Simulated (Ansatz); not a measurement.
**CH6AlN: a ladder of functionals and wavefunction methods**

How much do the methods differ for CH6AlN? The plan is to run it at one geometry with functionals of several rungs and with coupled cluster, and see how far each lands from CCSD(T) at the basis-set limit for the atomisation energy.

The runs use Ansatz 0.2.0, Gaussian basis; functionals in def2-TZVPP, the program's frozen cores in correlated methods.

Levels to be run: LDA (SPW92), PBE-D4, revPBE-D4, BLYP-D4, r2SCAN-D4, B97M-V, PBE0-D4, B3LYP-D4, r2SCANh-D4, r2SCAN0-D4, HSE06-D4, BHLYP-D4, CAM-B3LYP-D4, LC-ωPBE, ωB97X-V, ωB97M-V, B2PLYP, PBE-QIDH; CCSD(T)/def2-SVP; CCSD(T)/def2-TZVPP; MP2/def2-QZVPP; extrapolation to the limit; RPA on PBE.

## 1. Structure used throughout

An earlier PBE0-D4 in a triple-zeta def2 set relaxation fixed the geometry.

9 atoms, charge 0, spin multiplicity 1.

Atoms are counted from 1 here; the program's logs count them from 0.

Bond lengths: N1–C2 1.524 Å, N1–Al3 1.999 Å, N1–H4 1.010 Å, N1–H5 1.010 Å, C2–Al3 1.952 Å, C2–H6 1.087 Å, C2–H7 1.087 Å, Al3–H8 1.589 Å, Al3–H9 1.589 Å. Angles: C2–N1–Al3 65.7°, C2–N1–H4 113.8°, C2–N1–H5 113.8°, Al3–N1–H4 123.0°, Al3–N1–H5 123.1°, H4–N1–H5 109.1°, N1–C2–Al3 68.9°, N1–C2–H6 110.5°, N1–C2–H7 110.5°, Al3–C2–H6 123.3°, Al3–C2–H7 123.1°, H6–C2–H7 110.3°, N1–Al3–C2 45.4°, N1–Al3–H8 110.6°, N1–Al3–H9 110.6°, C2–Al3–H8 118.2°, C2–Al3–H9 118.2°, H8–Al3–H9 123.4°.

## 2. LDA

This LDA is Slater exchange with PW92 correlation.

in.yaml

```yaml
crystal:
  periodic: [false, false, false]
  atoms:
    - {symbol: N, position_ang: [-0.728506, 0.266130, -0.477100]}
    - {symbol: C, position_ang: [0.781787, 0.452334, -0.390641]}
    - {symbol: Al, position_ang: [0.149854, -0.794583, 0.971968]}
    - {symbol: H, position_ang: [-1.040521, -0.142460, -1.346752]}
    - {symbol: H, position_ang: [-1.254686, 1.110317, -0.300809]}
    - {symbol: H, position_ang: [1.025848, 1.490873, -0.182074]}
    - {symbol: H, position_ang: [1.257861, 0.130959, -1.313474]}
    - {symbol: H, position_ang: [0.130777, -2.343952, 0.620939]}
    - {symbol: H, position_ang: [-0.233913, -0.215817, 2.400843]}
basis:
  gaussian: {orbitals: def2-TZVPP}
hamiltonian: {xc: lda}
output: {orbitals: {seedname: orbitals}}
```

Run with:

```console
$ ansatz run in.yaml --threads 2 --pin off --events-out ev --progress --plain --max-ram 4352MiB
```

The runs that follow: PBE-D4 (GGA); revPBE-D4 (GGA); BLYP-D4 (GGA); r2SCAN-D4 (meta-GGA); B97M-V (meta-GGA); B3LYP-D4 (hybrid); r2SCANh-D4 (hybrid); r2SCAN0-D4 (hybrid); HSE06-D4 (hybrid); BHLYP-D4 (hybrid); CAM-B3LYP-D4 (range-separated); LC-ωPBE (range-separated); ωB97X-V (range-separated); ωB97M-V (range-separated); B2PLYP (double hybrid); PBE-QIDH (double hybrid); CCSD(T) in def2-SVP; CCSD(T) in def2-TZVPP; MP2 in def2-QZVPP; RPA on PBE orbitals.

Q: Predict the results of all the runs planned. Wanted: atomisation energy, CCSD(T)/CBS; farthest beyond LDA; mean size of error, GGA; mean size of error, meta-GGA; mean size of error, hybrid; mean size of error, range-separated; mean size of error, double hybrid; gap, smallest and largest; T1 diagnostic.

The runs gave:

```
                               quantity                                                              value
        atomisation energy, CCSD(T)/CBS                                                      2888.0 kJ/mol
 functionals within 14.4 kJ/mol (0.5 %)  BLYP-D4, r2SCAN-D4, B3LYP-D4, HSE06-D4, LC-ωPBE, ωB97X-V, ωB97M-V
                    farthest beyond LDA                                            BHLYP-D4 (-66.6 kJ/mol)
                mean size of error, GGA                                                        23.0 kJ/mol
           mean size of error, meta-GGA                                                        14.9 kJ/mol
             mean size of error, hybrid                                                        27.3 kJ/mol
    mean size of error, range-separated                                                        13.8 kJ/mol
      mean size of error, double hybrid                                                        35.9 kJ/mol
              gap, smallest and largest                              4.76 eV (BLYP-D4), 11.62 eV (LC-ωPBE)
                          T1 diagnostic                                                             0.0097
triples share of the correlation energy                                                              3.5 %
```

What this shows: The LDA atomisation energy is off by 371.7 kJ/mol (13 %): it overbinds. PBE-D4 misses by +22.8 kJ/mol. Double hybrids carry the basis error of their MP2 part in triple zeta, and no dispersion term here, so their miss is partly the set-up's. Taken by rung, range-separated functionals do best (13.8 kJ/mol on average) and double hybrid ones worst beyond LDA (35.9 kJ/mol). The gap between the best rungs is small, so their order is not settled. The reference freezes the cores and leaves out relativity and excitations past (T), so misses under about 14.4 kJ/mol can't be ranked. Hartree-Fock recovers 72 % of the binding; the rest is correlation. CCSD(T) in def2-SVP is off by -163.9 kJ/mol, which most functionals beat. Orbital gaps span 4.8 to 11.6 eV; exact exchange widens them.
